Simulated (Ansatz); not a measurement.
# SiHCl (triplet): from Hartree-Fock to the top rungs at distance Cl1–H2 along a hydrogen transfer = 1.560 Å, 6-31G

Aim: climb from Hartree-Fock through coupled cluster and multireference methods for SiHCl (triplet) at one geometry and basis, and see what each rung misses.

The runs use Ansatz 0.2.0, Gaussian basis; 6-31G, core rule «outside noble gas», up to 10 orbitals frozen.

The runs, in order: UHF; CCSD(T) on ROHF; CCSD(T) on UHF; BCCD(T) on ROHF; CISD; CCSDT(Q) on ROHF; CCSDT(Q) on UHF; CCSDTQ on ROHF; CCSDTQ on UHF; CASSCF and MRCISD+Q, 4 electrons in 4 orbitals; CASSCF and NEVPT2, 4 electrons in 4 orbitals; CASSCF and MRCISD+Q, 12 electrons in 9 orbitals; CASSCF and MRCISD+Q(relaxed), 12 electrons in 9 orbitals; CASSCF and NEVPT2, 12 electrons in 9 orbitals.

## (1) The geometry

The geometry derives from fragments relaxed apart (PBE0/def2-TZVP) and kept rigid, so it is no stationary point. A hydrogen atom is moved between rigid fragments.

3 atoms, charge 0, spin multiplicity 3.

Atoms are counted from 1 here; the program's logs count them from 0.

Bond lengths: Cl1–H2 1.560 Å, H2–Si3 1.552 Å. Angles: Cl1–H2–Si3 180.0°.

## (2) UHF

Input file in.yaml:

```yaml
crystal:
  periodic: [false, false, false]
  atoms:
    - {symbol: Cl, position_ang: [0.000000, 0.000000, -1.557333]}
    - {symbol: H, position_ang: [0.000000, 0.000000, 0.002667]}
    - {symbol: Si, position_ang: [0.000000, 0.000000, 1.554667]}
basis:
  gaussian: {orbitals: 6-31G}
magnetization: {spin_polarized: true, initial_magnetization: 2}
hamiltonian: {xc: hf}
output: {orbitals: {seedname: orbitals}}
```

Launch:

```console
ansatz run in.yaml --threads 1 --pin off --events-out ev --progress --plain --max-ram 3968MiB --backend cpu
```

The runs that follow: CCSD(T) on ROHF; CCSD(T) on UHF; BCCD(T) on ROHF; CISD; CCSDT(Q) on ROHF; CCSDT(Q) on UHF; CCSDTQ on ROHF; CCSDTQ on UHF; CASSCF and MRCISD+Q, 4 electrons in 4 orbitals; CASSCF and NEVPT2, 4 electrons in 4 orbitals; CASSCF and MRCISD+Q, 12 electrons in 9 orbitals; CASSCF and MRCISD+Q(relaxed), 12 electrons in 9 orbitals; CASSCF and NEVPT2, 12 electrons in 9 orbitals.

Q: Predict the results of all the runs planned. Wanted: UCCSDTQ below the RHF energy; RMP2 from UCCSDTQ; UMP2 from UCCSDTQ; RCCSD from UCCSDTQ; RCCSD(T) from UCCSDTQ; UCCSD(T) from UCCSDTQ; RCCSDT(Q) from UCCSDTQ; UCCSDT(Q) from UCCSDTQ; MRCISD+Q pair from UCCSDTQ.

**Answer**, as computed:

```
                         quantity                                                                                                                                   value
     UCCSDTQ below the RHF energy                                                                                                                              -2.6145 eV
                RMP2 from UCCSDTQ                                                                                                                              +557.4 meV
                UMP2 from UCCSDTQ                                                                                                                              +606.3 meV
               RCCSD from UCCSDTQ                                                                                                                               +53.4 meV
            RCCSD(T) from UCCSDTQ                                                                                                                               +14.3 meV
            UCCSD(T) from UCCSDTQ                                                                                                                               +14.0 meV
           RCCSDT(Q) from UCCSDTQ                                                                                                                                +0.5 meV
           UCCSDT(Q) from UCCSDTQ                                                                                                                                 0.0 meV
       MRCISD+Q pair from UCCSDTQ                                                                                                                               +19.9 meV
      NEVPT2 valence from UCCSDTQ                                                                                                                              +396.3 meV
    MRCISD+Q valence from UCCSDTQ                                                                                                                               +21.2 meV
levels within 1 kcal/mol (43 meV)  RCCSD(T), UCCSD(T), BCCD(T), RCCSDT, UCCSDT, RCCSDT(Q), UCCSDT(Q), RCCSDTQ, MRCISD+Q pair, MRCISD+Q valence, MRCISD+Q(relaxed) valence
                    T1 diagnostic                                                                                                                                   0.018
   effectively unpaired electrons                                                                                                                                    2.02
```

What this shows: RCCSD(T) misses by +14.3 meV, 0.5 % of the correlation energy. One determinant dominates. Of the multireference levels listed MRCISD+Q(relaxed) valence comes nearest in total energy (+10.4 meV), which doesn't show that its space is the better one. These misses are within one basis, not against nature; the frozen cores of restricted and unrestricted runs differ, which can shift their rows.
